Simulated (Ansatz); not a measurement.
Z-matrix (Å, degrees):
```
N
H 1 1.0227
H 1 1.0227 2 105.14
H 1 1.0227 2 105.14 3 110.71
```
Charge +1, spin multiplicity 2.

Calculation: frozen-core CCSD(T)/cc-pVTZ // B3LYP-D3(BJ)/def2-SVP (Ansatz, a first-principles code). The geometry is that of the parent before the electron was removed.

The HF energy is -55.87024 Ha and the MP2 correlation energy is -0.18062 Ha.

Estimate the CCSD correlation energy, the (T) correction, the total energy and the T1 diagnostic.


* **CCSD correlation energy**: -0.19893 Ha
* **(T) correction**: -0.00489 Ha
* **CCSD(T) total energy**: -56.07406 Ha
* **T1 diagnostic**: 0.007
